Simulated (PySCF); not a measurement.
# NaF+: bond curves at several levels of theory

One table from this session's results is given with a row withheld; the runs are named, their logs left out.

Program: PySCF 2.14.0. Level of theory: Na def2-SVP, F def2-SVP, no relativity. These are calculated values, not measurements.

Set-up of the first run:

Settings of the job:

```
atoms                         : Na, F
charge                        : 1
basis                         : Na def2-SVP, F def2-SVP
Hamiltonian                   : no relativity
basis functions               : 29
electrons treated             : 19
masses in u                   : 22.9898, 18.9984
levels                        : PBE0, PBE, r²SCAN, B97-3, MN15, B2PLYP, HF, MP2, SCS-MP2, CCSD, CCSD(T)
grid                          : 80 radial by 434 angular points
occupations                   : held fixed by the projection of orbital angular momentum
dissociation limit            : Na+ + F, each in its ground configuration
starting distance in angstrom : 2.290
values of 2S to try           : 1, 3
```

Command:

```console
$ OMP_NUM_THREADS=1 python dia.py task.json out
```

Among the steps run: The job; First curve: PBE0; Excited determinants; PBE; r²SCAN (meta-GGA); B97-3 (global hybrid GGA); MN15; B2PLYP (double hybrid); UHF (mean field); Correlated methods on the Hartree–Fock reference.

One of the session's tables, all rows but one given; the rest of the session is left out.

```
      level  Re (Å)  ωe (cm⁻¹)  De (eV)
        UHF   2.480      139.2    0.189
    UHF-MP2   2.473      148.7    0.238
UHF-SCS-MP2   2.474      148.4    0.237
   UHF-CCSD       ?          ?        ?
UHF-CCSD(T)   2.470      150.4    0.245
        PBE   2.432      162.5    0.342
     r²SCAN   2.429      161.2    0.281
       PBE0   2.431      157.1    0.283
      B97-3   2.470      141.1    0.242
       MN15   2.466      156.3    0.276
     B2PLYP   2.415      163.6    0.286
```

Q: Estimate the row for UHF-CCSD from the others.

As computed: Re (Å): 2.471; ωe (cm⁻¹): 149.6; De (eV): 0.240. In the column «Re (Å)» it lies between B97-3 (2.470) and UHF-MP2 (2.473).

De is counted to Na+ + F in their ground configurations.

To keep in mind: The bond is weak, and basis-set superposition, which was not computed, may be a sizeable part of it.
